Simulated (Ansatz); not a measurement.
```xyz
5

C    -0.022    0.038    0.030
O     1.139   -0.052   -0.662
H    -0.536   -0.930   -0.133
H    -0.701    0.814   -0.353
H     0.121    0.129    1.117
```

The species carries charge 0 and has multiplicity 2.

Q: List the r2SCAN/def2-TZVPP orbital energies in eV (the Gaussian-basis code of Ansatz). (Estimate.)

A: The calculation gave: α occupied: -516.98, -274.60, -27.15, -17.49, -12.41, -11.75, -11.07, -8.23, -6.87. α empty: 1.62, 2.64, 3.16, 3.52, 5.88, 6.31, 8.59, 9.89. β occupied: -516.22, -274.61, -25.58, -16.99, -11.62, -11.27, -10.54, -6.33. β empty: -4.48, 1.84, 2.85, 3.61, 3.64, 6.11, 6.50, 8.88. ⟨S²⟩ = 0.755.
